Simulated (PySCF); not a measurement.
# C3H3FS: core ionisation energies

Species: C₃H₃FS.
Atom-mapped SMILES: `[F:1][CH2:2][CH:3]=[C:4]=[S:5]`

Structure used (PBE0-D3(BJ)/def2-SVP), in Å, numbered top down from 1:
```
atom  x, y, z in Å
F1    -1.4696   -0.8360    1.1397
C2    -0.9547   -0.3715   -0.0454
C3     0.3343    0.3567    0.1770
C4     1.4950   -0.0667   -0.2731
S5     2.8591   -0.5703   -0.8299
H6    -0.8050   -1.2215   -0.7298
H7    -1.6986    0.3104   -0.4921
H8     0.3166    1.2853    0.7593
```

Method used: delta-SCF UKS SCAN, pcX-2 on the ionised atom, pcseg-1 elsewhere, spin-free X2C (PySCF). Binding energies are ΔSCF values: E(core-ionised, relaxed orbitals) − E(ground state) at a fixed geometry, referred to the vacuum level.

Problem. List the computed XPS lines with their assignment.

Solution. 
| atom(s) | bonded to | level | binding energy (eV) | above the level's lowest (eV) | count |
| --- | --- | --- | --- | --- | --- |
| S5 | C (double bond) | S 1s | 2477.86 | 0.00 | 1 |
| F1 | C | F 1s | 692.25 | 0.00 | 1 |
| C2 | F, C and 2 H | C 1s | 293.49 | +2.66 | 1 |
| C4 | S (double bond) and C (double bond) | C 1s | 292.43 | +1.60 | 1 |
| C3 | C (double bond), C and H | C 1s | 290.83 | 0.00 | 1 |

Lowest listed C 1s: C3, bonded to C (double bond), C and H. Highest, 2.66 eV above it: C2, bonded to F, C and 2 H. Summing the Pauling electronegativity differences to the bonded atoms, each weighted by its formal bond order, gives -0.35 for the lowest site and +0.73 for the highest; no listed site has a larger sum than the highest.

Problem. Which photon wavelength matches the F 1s of F1 threshold?

Solution. λ = hc/E = 12398.42 eV Å / 692.25 eV = 17.910 Å.

Problem. Which effective nuclear charge Zeff reproduces each element's mean 1s value in the hydrogen-like formula E = 13.606 eV × Zeff²?

Solution. C (Z = 6): mean 292.3 eV, Zeff = 4.63, Z − Zeff = 1.37; F (Z = 9): mean 692.3 eV, Zeff = 7.13, Z − Zeff = 1.87; S (Z = 16): mean 2477.9 eV, Zeff = 13.50, Z − Zeff = 2.50. Means run over the listed sites, weighted by atom count.

Not every level is listed. Spin contamination (⟨S²⟩ against 0.75 for a pure doublet) is marked for C 1s of C4 (1.00), which makes this value less certain. One conformer (not necessarily the lowest) at the PBE0-D3(BJ)/def2-SVP geometry, without solvent, vibrations or thermal averaging.

The run took 32 s on an Arm Neoverse V1 with one thread, shared host.
